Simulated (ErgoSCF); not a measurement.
**One shape, several levels: BOF (fluoro(oxo)borane)**

Aim: a comparison of 6 runs (HF/STO-3G, HF/3-21G, HF/def2-SVP, BP86/cc-pVDZ, PBE0/6-31G**, PBE0/def2-SVP) of BOF (fluoro(oxo)borane). 

The results are computed with ErgoSCF 3.8.

2 further runs of the same task are left out: 1 that didn't finish, 1 set aside as unsound or not needed.

### 1 The system as given

BOF: 3 atoms, total charge 0, spin state singlet. SMILES: `O=BF`. The coordinates come from a PBE0-D4/def2-TZVP relaxation.

Bond lengths: O1–B2 1.206 Å, B2–F3 1.282 Å. Angles: O1–B2–F3 180.0°.

### 2 The energy at HF/STO-3G (run 1)

File input.ego:

```
set_nthreads(1)
molecule_inline
O      1.85778975    -1.06788423     0.90687957
B      0.03836144    -0.02192082     0.01870829
F     -1.89615119     1.08999403    -0.92558786
EOF
basis = "STO-3G"
scf.max_number_of_iterations = 120
tmpdir = "."
scf.use_diagonalization = 1
scf.output_mulliken_pop = 1
spin_polarization = 0
run "HF"
```

The basis set STO-3G is read from a file made from the Basis Set Exchange's data (not shown).

Run with:

```sh
$ ergo input.ego
```

The program printed:

```text
[...]
INSC SCF_general constructor, number of basis functions: 15
[...]
INSC Energy   1 =       -170.41817543316
[...]
INDE E_LUMO =          0.38953628261
[...]
INSC Energy  11 =       -196.32784027109  ( diff     -0.000000000001933 )
[...]
RESC CONVERGED after  11 iterations.
RESC FINAL ENERGY:       -196.32784027109
[...]
INSC SCF: dipole_moment_x [atomic units] =      -0.47847481
INSC SCF: dipole_moment_y [atomic units] =       0.27510757
INSC SCF: dipole_moment_z [atomic units] =      -0.23358230
[...]
```

It took 1.1 s on 1 thread of Arm Neoverse N1, shared host; peak memory 0.26 GiB.

### 3 A single-point energy at HF/3-21G (run 2)

File job.ego:

```
set_nthreads(1)
molecule_inline Angstrom
O      0.983100    -0.565100     0.479900
B      0.020300    -0.011600     0.009900
F     -1.003400     0.576800    -0.489800
EOF
scf.max_number_of_iterations = 120
scf.use_diagonalization = 1
scf.output_mulliken_pop = 1
basis = "3-21G"
tmpdir = "."
run "HF"
```

The basis set 3-21G is read from a file made from the Basis Set Exchange's data (not shown).

Run with:

```sh
$ ergo < job.ego
```

The program printed:

```text
[...]
INSC SCF_general constructor, number of basis functions: 27
[...]
INSC Energy   1 =       -127.95709120136
[...]
INDE E_LUMO =          0.17486400056
[...]
INSC Energy  12 =       -197.98242349002  ( diff     -0.000000000003155 )
[...]
RESC CONVERGED after  12 iterations.
RESC FINAL ENERGY:       -197.98242349002
[...]
INSC SCF: dipole_moment_x [atomic units] =      -0.62371062
INSC SCF: dipole_moment_y [atomic units] =       0.35862592
INSC SCF: dipole_moment_z [atomic units] =      -0.30448691
[...]
```

It took 1.1 s on 1 thread of Arm Neoverse N1, shared host; peak memory 0.26 GiB.

### 4 A single-point energy at HF/def2-SVP (run 3)

File mol.xyz:

```xyz
3

O      0.983100    -0.565100     0.479900
B      0.020300    -0.011600     0.009900
F     -1.003400     0.576800    -0.489800
```

File input.ego:

```
set_nthreads(1)
molecule "mol.xyz"
charge = 0
scf.output_mulliken_pop = 1
basis = "def2-SVP"
scf.max_number_of_iterations = 120
scf.use_diagonalization = 1
tmpdir = "."
run "HF"
```

The basis set def2-SVP is read from a file made from the Basis Set Exchange's data (not shown).

Run with:

```sh
$ ergo input.ego
```

The program printed:

```text
[...]
INSC SCF_general constructor, number of basis functions: 42
[...]
INSC Energy   1 =        -90.16790265253
[...]
INDE E_LUMO =          0.12061048378
[...]
INSC Energy  13 =       -198.91789743344  ( diff      0.000000000000085 )
[...]
RESC CONVERGED after  13 iterations.
RESC FINAL ENERGY:       -198.91789743344
[...]
INSC SCF: dipole_moment_x [atomic units] =      -0.71377018
INSC SCF: dipole_moment_y [atomic units] =       0.41039947
INSC SCF: dipole_moment_z [atomic units] =      -0.34845024
[...]
```

Run time: 5.4 s. Hardware: 1 thread of Arm Neoverse N1, shared host; peak memory 0.26 GiB.

Runs 4 to 5 aren't shown in full; the table further down has their settings and results.

### 5 A single-point energy at PBE0/def2-SVP (run 6)

File ergo.in:

```
set_nthreads("env")
XC.sparse_mode = 0
XC.radint = 1e-11
tmpdir = "."
XC.angint = 41
scf.max_number_of_iterations = 120
scf.use_diagonalization = 1
basis = "def2-SVP"
scf.output_mulliken_pop = 1
molecule_inline Angstrom
O        0.983100      -0.565100       0.479900
B        0.020300      -0.011600       0.009900
F       -1.003400       0.576800      -0.489800
EOF
run "PBE0"
```

The basis set def2-SVP is read from a file made from the Basis Set Exchange's data (not shown).

Run with:

```sh
$ ergo ergo.in
```

The program printed:

```text
[...]
INDF Weighted mixed functional:
[...]
INSC Energy   1 =        -95.29247035029
[...]
INDE E_LUMO =          0.00574110301
[...]
INSC Energy  28 =       -199.63829476328  ( diff     -0.000000000000199 )
[...]
RESC CONVERGED after  28 iterations.
RESC FINAL ENERGY:       -199.63829476328
[...]
INSC SCF: dipole_moment_x [atomic units] =      -0.62155951
INSC SCF: dipole_moment_y [atomic units] =       0.35736847
INSC SCF: dipole_moment_z [atomic units] =      -0.30343109
[...]
```

Run time: 15 s. Hardware: 1 thread of Arm Neoverse N1, shared host; peak memory 0.26 GiB.

### 6 All runs side by side

| run | level | integration grid | radint | energy (Eh) | dipole moment (D) | wall time |
| --- | --- | --- | --- | --- | --- | --- |
| 1 | HF/STO-3G | – | – | -196.327840 | 1.52 | 1.1 s |
| 2 | HF/3-21G | – | – | -197.982423 | 1.99 | 1.1 s |
| 3 | HF/def2-SVP | – | – | -198.917897 | 2.27 | 5.4 s |
| 4 | BP86/cc-pVDZ | Turbo | 1e-11 | -200.003462 | 1.87 | 17 s |
| 5 | PBE0/6-31G** (spherical functions) | Turbo | 1e-11 | -199.784079 | 2.06 | 7.5 s |
| 6 | PBE0/def2-SVP | Turbo | 1e-11 | -199.638295 | 1.98 | 15 s |

### 7 Results

| quantity | value |
| --- | --- |
| run 6: total energy | -199.63829 Eh |
| run 6: dipole moment | 1.98 D |

**Reading.** The dipole moment (its size) runs from 1.52 D (HF/STO-3G) to 2.27 D (HF/def2-SVP). Totals of different functionals can't be ranked against each other. In run 1 the basis is minimal, so the values are rough. All runs together took 46 s, the longest 17 s.
